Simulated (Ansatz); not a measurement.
System: cubic perovskite SrTiO3 (cubic form, which distorts at low temperature). Method: r²SCAN (PAW; Ansatz, a quantum-chemistry and plane-wave program).

Run with plane-wave cutoff 600 eV, 6×6×6 k mesh, no spin polarisation, scalar-relativistic PAW data made under PBE.

Computed at the level's own relaxed cell.

Elastic tensor (GPa, Voigt notation, ions relaxed):

```
  351.9   107.7   107.7     0.0     0.0     0.0
  107.7   351.9   107.7     0.0     0.0     0.0
  107.7   107.7   351.9     0.0     0.0     0.0
    0.0     0.0     0.0   122.1     0.0     0.0
    0.0     0.0     0.0     0.0   122.1     0.0
    0.0     0.0     0.0     0.0     0.0   122.1
```

Worked from these constants: the tetragonal shear constant is C′ = (C11 − C12)/2 = 122.1 GPa against C44 = 122.1 GPa, so the C44 shear is the softer. The Zener ratio C44/C′ is 1.00 (1 for an isotropic solid), and the Cauchy pressure C12 − C44 is -14.4 GPa. With C11 + 2C12 = 567.3 GPa all three Born conditions hold; they don't test modes at the zone boundary.

Measured, for comparison: elastic constant C11 318 GPa, elastic constant C12 103 GPa, elastic constant C44 124 GPa (273 K, not corrected to a static lattice; as tabulated in Frostenson et al. (2021), arXiv:2109.07393). Computed (rounded) less measured: elastic constant C11 +11 %, elastic constant C12 +5 %, elastic constant C44 -2 %. A static lattice is as a rule a little smaller and stiffer than an uncorrected measurement, which narrows the difference in the elastic constant C12 and would widen misses of the other sign.

Note: the relaxation could not lower the start's symmetry, so the cell can be a saddle point above a distorted one.
